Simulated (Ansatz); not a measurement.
The input, for Ansatz 0.2.0:

```yaml
crystal:
  periodic: [false, false, false]
  atoms:
    - {symbol: B, position_ang: [0.000000, 0.000000, 1.306995]}
    - {symbol: P, position_ang: [0.000000, 0.000000, -0.580784]}
    - {symbol: H, position_ang: [0.000000, 1.031797, 1.914372]}
    - {symbol: H, position_ang: [0.000000, -1.031797, 1.914372]}
basis:
  gaussian: {orbitals: cc-pVDZ}
magnetization: {spin_polarized: true, initial_magnetization: 4}
hamiltonian: {xc: {name: B3LYP}}
correlation: {method: ccsdt, electrons: outside_noble_gas}
accuracy: high
```

```sh
$ ansatz run in.yaml --threads 1 --pin off --events-out ev --progress --plain --max-ram 2393MiB
```

The program prints:

```
893 factors; integrals over basis functions are off by at most 3.4e-9 eV
mean field evaluation 1: about -9988.6314 eV, gradient 1.8e1 eV
mean field evaluation 2: about -9988.7433 eV, gradient 1.8e1 eV
mean field evaluation 4: about -9991.3636 eV, gradient 3.5e0 eV
mean field evaluation 8: about -9991.4682 eV, gradient 7.5e-2 eV
mean field evaluation 16: about -9991.4682 eV, gradient 2.4e-5 eV
mean field -9991.46824895 eV, -367.1796856886 hartree, gradient 3.0e-8 eV, S^2 6.002850; 1 other end points of the search recorded, 0 dependent functions left out
6 core orbitals not correlated: weight in the atoms' cores, before any rotation towards them, 1.000 or more for the frozen orbitals, at most 0.000 for the correlated occupied ones
reference -9969.76099067 eV, -366.3819586604 hartree; 7, 3 occupied and 29, 33 virtual orbitals, 893 factors
second order -4.41148556 eV of doubles, -0.18269535 eV of singles
cycle   1  -5.18173330 eV  change   -5.9e-1 eV  update   7.0e-2
cycle   2  -5.45110482 eV  change   -2.7e-1 eV  update   3.2e-2
cycle   3  -5.58004887 eV  change   -1.3e-1 eV  update   1.3e-2
cycle   4  -5.58016102 eV  change   -1.1e-4 eV  update   4.0e-3
cycle   5  -5.58187370 eV  change   -1.7e-3 eV  update   1.8e-3
cycle   6  -5.58170297 eV  change    1.7e-4 eV  update   7.4e-4
cycle   7  -5.58158034 eV  change    1.2e-4 eV  update   2.7e-4
cycle   8  -5.58177373 eV  change   -1.9e-4 eV  update   1.2e-4
cycle   9  -5.58181847 eV  change   -4.5e-5 eV  update   4.6e-5
cycle  10  -5.58176543 eV  change    5.3e-5 eV  update   1.9e-5
cycle  11  -5.58177184 eV  change   -6.4e-6 eV  update   8.2e-6
cycle  12  -5.58177638 eV  change   -4.5e-6 eV  update   3.6e-6
cycle  13  -5.58178140 eV  change   -5.0e-6 eV  update   1.5e-6
cycle  14  -5.58178166 eV  change   -2.6e-7 eV  update   7.0e-7
cycle  15  -5.58178130 eV  change    3.6e-7 eV  update   3.1e-7
cycle  16  -5.58178107 eV  change    2.4e-7 eV  update   1.6e-7
cycle  17  -5.58178101 eV  change    5.9e-8 eV  update   6.8e-8
cycle  18  -5.58178104 eV  change   -3.3e-8 eV  update   3.6e-8
cycle  19  -5.58178104 eV  change    1.2e-9 eV  update   2.2e-8
cycle  20  -5.58178105 eV  change   -1.1e-8 eV  update   1.8e-8
cycle  21  -5.58178106 eV  change   -9.8e-9 eV  update   7.9e-9
cycle  22  -5.58178106 eV  change   -4.4e-9 eV  update   3.8e-9
cycle  23  -5.58178106 eV  change  -2.4e-10 eV  update   1.6e-9
cycle  24  -5.58178106 eV  change   1.7e-10 eV  update  6.3e-10
Total energy: -9975.34277173 eV, -366.5870853311 hartree
```

Ran on 1 thread of Intel Xeon, shared host: 44 s wall, 0.22 GiB peak host memory.
